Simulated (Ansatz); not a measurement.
Born–Oppenheimer molecular dynamics of C$_{2}$H$_{7}$Si (10 atoms, charge -1, multiplicity 1). It starts at the highest image of a converged band, a first-order saddle point between two minima.

Theory: RKS PBE/def2-SVP in Ansatz.

```
ensemble                      : NVE (velocity Verlet)
time step                     : 0.5 fs
steps asked                   : 200
starting velocities drawn for : 300 K
seed                          : 12825
```

First frame:

```xyz
10
Properties=species:S:1:pos:R:3
C -0.987 0.714 -0.684
C 0.362 0.059 -0.472
Si 0.998 -0.981 0.932
H -1.806 -0.010 -0.968
H -0.987 1.497 -1.483
H -1.355 1.210 0.243
H 0.933 -0.117 -1.406
H 0.211 -2.318 1.341
H 0.694 -0.211 2.233
H 1.937 0.156 0.264
```

(1) What does the run give?

(2) What happens to the structure?

(3) How do temperature and energy run in time?

Results:

(1) All steps were run.

```json
{
 "steps done": "200",
 "time covered": "100 fs",
 "mean temperature over the second half": "1318 K",
 "spread of the potential energy over the second half": "40.2 meV per atom",
 "mean potential energy of the second half above the start": "-105.4 meV per atom"
}
```

The conserved energy stayed within 1.4 meV per atom of its start (net change -0.42 meV per atom), so the integration is sound. The system heated up, since it started high on the potential surface and ran downhill. A run of 0.1 ps of so small a system gives no equilibrium averages. The orbitals stay closed-shell, which can raise the energy where a bond breaks towards radicals; this wasn't checked here. Limits of this set-up: an anion without diffuse functions, the dipole of an ion depends on the origin.

(2) The step under study would form C2–H10 and break Si3–H10. These pairs go: C2–H10 1.74 → 1.19 Å, Si3–H10 1.62 → 2.97 Å. In the last frame they stand as after the step (other bonds may differ from the relaxed reactants and products). These pairs come and go: their bonding changes 14 times, last at 94 of 100 fs, so the outcome isn't settled. It ends as one piece, C2H7Si (total charge -1). Pairs count as bonded within 1.25 times the sum of covalent radii (0.12 Å more for H–H). The details hang on the random start.

(3) 
```tsv
time (fs)	T (K)	potential energy less start (eV)	conserved less start (meV/atom)
0.0	300	0.000	0.00
8.0	124	0.184	0.14
16.0	965	-0.685	0.24
24.0	1339	-1.074	0.07
32.0	1833	-1.589	-0.41
40.0	567	-0.274	0.23
48.0	1630	-1.382	-0.61
56.0	1694	-1.452	-1.11
64.0	829	-0.545	0.22
72.0	1517	-1.262	-0.37
80.0	1019	-0.742	0.08
88.0	1369	-1.105	0.01
96.0	1835	-1.600	-1.27
```

Time of the run: 6.2 min on 1 thread of Arm Neoverse V2, with other jobs on the host, peak memory 0.1 GiB.
